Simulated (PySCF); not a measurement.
C₃H₄ClO (doublet state).
Bonds: C1–C2 (double), C2–Cl3, C2–C4, C4–O5. Hydrogens: H6, H7 on C1; H8, H9 on C4.

As a line formula: `C(Cl)(=C)C[O]` [radical].

Level of theory: UKS B3LYP, pcH-1 on C Cl H O, non-relativistic, mean-field spin-orbit, GIAO in PySCF. The structure is a single GFN2-xTB conformer in the gas phase; no vibrational or solvent corrections. A GFN2-xTB geometry isn't a minimum of the functional, and hyperfine couplings can be far from their values at a DFT geometry.

Output of the driver script. The program numbers atoms from 0.

```
UKS, coarse grid
  cycle   1  E = -651.76730473  |g| = 7.38e-01
  cycle   2  E = -645.44267768  |g| = 2.86e+00
  cycle   3  E = -652.00330645  |g| = 4.03e-01
  cycle   4  E = -652.04796825  |g| = 1.79e-01
  cycle   5  E = -652.05805899  |g| = 1.29e-01
  cycle   6  E = -652.06500843  |g| = 4.06e-02
  cycle   7  E = -652.06571005  |g| = 1.99e-02
  cycle   8  E = -652.06590063  |g| = 6.51e-03
  cycle   9  E = -652.06592569  |g| = 2.10e-03
  cycle  10  E = -652.06593298  |g| = 1.28e-03
  cycle  11  E = -652.06593723  |g| = 7.79e-04
UKS, final grid
  cycle   1  E = -652.06593310  |g| = 8.99e-04
  cycle   2  E = -652.06593313  |g| = 1.27e-03
  cycle   3  E = -652.06593397  |g| = 2.07e-04
  cycle   4  E = -652.06593413  |g| = 2.20e-04
  cycle   5  E = -652.06593421  |g| = 6.55e-05
  cycle   6  E = -652.06593422  |g| = 1.82e-05
E = -652.06593422 Eh   <S^2> = 0.7541 (exact 0.7500)
g shifts (ppm)      1          2          3
  rmc          -270       -270       -270
  gc            -11         32         44
  oz_so          22       5400      34272
  total        -260       5162      34046
hyperfine (MHz)  atom isotope    a_iso     a_fc   dipolar eigenvalues
    0   13C       0.65       0.65     -2.01      0.13      1.88
    1   13C      -9.98      -9.98     -2.41     -0.11      2.52
    2  35Cl      -0.24      -0.24     -0.73     -0.35      1.08
    3   13C     -46.64     -46.64     -8.19      3.62      4.57
    4   17O     -49.25     -49.25   -254.37    126.37    128.00
    5    1H      -1.24      -1.24     -1.68     -1.03      2.71
    6    1H      -1.04      -1.04     -3.46     -3.41      6.87
    7    1H     260.09     260.09     -8.63     -4.19     12.82
    8    1H     261.07     261.07     -8.63     -4.19     12.82
```

Problem. The SCF converged. Which of these numbers needs a check, and why?

Solution. The largest g shift is +0.034, past the limit of 0.03 at which the run flags a species of elements up to argon. The orbital-Zeeman/spin–orbit term is second order, a sum of spin–orbit matrix elements over excitation energies, so it grows and becomes less reliable as an excited state comes close; a shift of this size calls for a check with another method. The contact and dipolar couplings don't rest on that expansion, but they belong to the state that the SCF found, and a close-lying state with the spin in another orbital would have other couplings; no stability test was run. The run left out the spin–orbit part of the hyperfine coupling.

Problem. Where is the spin in this solution (atoms counted from 1)?

Solution. Largest spin populations (Mulliken): O5 (+0.84), H9 (+0.11), H8 (+0.11) and C4 (-0.08). No atom but O5 exceeds +0.15. The positive populations add up to 1.09 and the negative ones to -0.09, together 2S = 1. The unrestricted determinant has ⟨S²⟩ = 0.7541 (exact 0.7500), so spin contamination is small. 

Problem. Average a_iso over equivalent nuclei, turn it into first-order splittings with g = 2.0023, and give the multiplets for abundant isotopes (0.05 mT or more).

Solution. 
```csv
nuclei (from 1),isotope,I,position,a_iso (MHz),|a| (mT),splits into
H8/H9,1H,1/2,2 bonds from O5,260.6,9.30,1:2:1 triplet
```

Means are taken over nuclei equivalent by connectivity, which assumes that they swap fast.
